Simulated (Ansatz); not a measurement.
Start from `C/N=C(/O)Cl` and change one atom or group to get `C/N=C(\C)O`.

Ansatz, PBE0-D4/def2-TZVP geometries, multiplicity 1. Each molecule was computed in one conformer, which needn't be the lowest.

| property | `C/N=C(/O)Cl` |
| --- | --- |
| LUMO energy (ωB97M-V/def2-TZVPP) / eV | 2.36 |
| LUMO energy (PBE/def2-TZVPP) / eV | -0.71 |
| size of the dipole moment (B3LYP/def2-TZVPP) / D | 1.15 |
| HOMO energy (B3LYP/def2-TZVPP) / eV | -7.67 |
| HOMO–LUMO gap (PBE/def2-TZVPP) / eV | 5.85 |
| HOMO–LUMO gap (B3LYP/def2-TZVPP) / eV | 7.76 |

Question: Give the same properties after the change, and the shifts. (Estimate.)

Answer: Computed: 
| property | `C/N=C(\C)O` | shift |
| --- | --- | --- |
| LUMO energy (ωB97M-V/def2-TZVPP) / eV | 2.56 | 0.20 |
| LUMO energy (PBE/def2-TZVPP) / eV | -0.37 | 0.34 |
| size of the dipole moment (B3LYP/def2-TZVPP) / D | 1.34 | 0.19 |
| HOMO energy (B3LYP/def2-TZVPP) / eV | -7.09 | 0.58 |
| HOMO–LUMO gap (PBE/def2-TZVPP) / eV | 5.48 | -0.37 |
| HOMO–LUMO gap (B3LYP/def2-TZVPP) / eV | 7.52 | -0.24 |

With PBE0 the HOMO rises by 0.59 eV and the LUMO rises by 0.35 eV, so the gap narrows by about 0.24 eV. PBE moves the HOMO by 0.71 eV and ωB97M-V by 0.54 eV. Dipoles are sizes alone; their direction can turn.

B3LYP here is the variant with VWN-RPA as its local correlation; programs differ in this.
